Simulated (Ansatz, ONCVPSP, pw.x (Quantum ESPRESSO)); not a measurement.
## From atom to crystal: ONCV potential for arsenic (As)

- Element: arsenic
- Generator: ONCVPSP 4.0.1.1 (patched build)
- Type: optimised norm-conserving Vanderbilt (ONCV)
- Functional: LDA (Perdew-Wang 92)
- Relativity: scalar-relativistic
- Frozen core: [Ar] 3d10
- Valence charge: 5
- Reference configuration: 4s2 4p3
- Partial waves: 4s: rc 1.60 bohr, ncon 4, nbas 8, qcut 4.2 1/bohr, 2 projectors, debl 3.6 Ha; 4p: rc 1.60 bohr, ncon 4, nbas 8, qcut 6.1 1/bohr, local; d scattering state at 0.19 Ha: rc 1.95 bohr, ncon 3, nbas 6, qcut 5.4 1/bohr, 2 projectors, debl 1.5 Ha
- Local potential: the p channel
- Core correction: Teter function, fcfact 3.75, rcfact 1.1

Atomic tests: cutoffs needed: 12 Ha and 55 Ha (the cutoffs (Ha) at which the residual kinetic energy of the hardest occupied pseudo-wave falls to 1 and 0.1 mHa per electron) The cutoffs count occupied waves only; projector 2 of the d channel, the hardest unoccupied one, needs 53 Ha at the loose tolerance.; ghost test: no bound ghost flagged; GHOST(+) flagged for d at 40.7 eV; largest excitation error: +48 meV (all-electron minus pseudo) for 4s2 4p0, out of 4 test configurations.

Crystal test: sc As in pw.x 7.5, no spin, 12³ k-points, Fermi–Dirac smearing 0.01 Ry, cutoffs 130/520 Ry. The reference is all-electron LAPW (Ansatz 0.2.0) with the same functional, mesh and smearing; V0 and B0 come from Birch–Murnaghan fits to the pressures at five volumes. Errors are pseudo minus all-electron; Δ is the rms difference of the E(V) curves that follow from these fits, minima aligned, over ±6 % about the mean V0. Mesh and smearing are coarse, so the numbers serve the comparison and aren't converged zero-temperature values; the lattice is a test structure that the element need not adopt.

All-electron: a0 = 2.676 Å (V0 = 19.16 Å³/atom), B0 = 88.9 GPa.

Task: How far does the potential miss the all-electron equation of state?

Result: mean pressure error (GPa): -0.85; a0 (Å): 2.667; a0 error (%): -0.33; B0 error (%): +0.9; Δ (meV/atom): 3.6. The generator flags a localised state at positive energy (d at 41 eV).

| V (Å³/atom) | P all-electron (GPa) | P pseudo (GPa) |
| --- | --- | --- |
| 18.317 | 4.42 | 3.42 |
| 18.799 | 1.77 | 0.86 |
| 19.281 | -0.54 | -1.38 |
| 19.763 | -2.56 | -3.34 |
| 20.245 | -4.34 | -5.06 |

Task: At the middle volume, how do free energy and pressure move when the wave cutoff is lowered (ecutrho kept at four times it)?

Result:

| cutoff (Ry) | shift of F (meV/atom) | shift of P (GPa) |
| --- | --- | --- |
| 58 | +17.3 | -0.10 |
| 78 | +8.9 | +0.05 |
| 104 | +5.9 | -0.07 |

The run at the middle volume (84 k-points, 7 iterations) took about 28 s on one core of a shared host (Neoverse-V1, 32 threads, 247 GiB, load 20).
